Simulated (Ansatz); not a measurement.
Worked example: correlation energy of PH, triplet

Geometry: a PBE0/def2-TZVP stationary point for this spin.

```yaml
atoms:
  - { symbol: P, position_ang: [0.0000, 0.0000, 0.0000] }
  - { symbol: H, position_ang: [0.0000, 0.0000, 1.4282] }
```

Basis aug-cc-pVDZ; Ansatz 0.2.0. Correlated methods freeze the noble-gas cores, which leaves 6 electrons in 31 orbitals. Prefix R: restricted or restricted open-shell reference; prefix U: unrestricted.

Full CI is exact within this basis and frozen core; it isn't the basis-set limit. The frozen core follows each run's orbitals, which can shift R against U totals by a few meV.

Runs differ by some tens of microhartree through their thresholds and, for an open shell, their frozen cores, so steps under 0.1 kcal/mol mean nothing.

```json
{"level": "UHF", "total energy (hartree)": "-341.288064"}
{"level": "UMP2", "total energy (hartree)": "-341.374418"}
{"level": "UCCSD", "total energy (hartree)": "-341.398064"}
{"level": "UCCSD(T)", "total energy (hartree)": "-341.400677"}
{"level": "UCCSDT", "total energy (hartree)": "-341.401312"}
{"level": "UCCSDT(Q)", "total energy (hartree)": "-341.401413"}
{"level": "full CI", "total energy (hartree)": "-341.401421"}
```

What is the correlation energy at full CI, and what share of it do UMP2 and UCCSD(T) recover?

E(corr) = -341.401421 − (-341.288064) = -0.113357 hartree = -3.085 eV. UMP2: -0.086354 / -0.113357 = 76.18 %. UCCSD(T): -0.112613 / -0.113357 = 99.34 %.

By how many kcal/mol does UCCSD(T) miss full CI (1 hartree = 627.509 kcal/mol), and which steps make up the rest?

-341.400677 − (-341.401421) = 0.000744 hartree = 0.47 kcal/mol. Steps: UCCSDT − UCCSD(T) = -0.40, UCCSDT(Q) − UCCSDT = -0.06, full CI − UCCSDT(Q) = -0.01 kcal/mol. That is within 1 kcal/mol of the reference in this basis, which itself misses far more of the correlation at the basis-set limit.
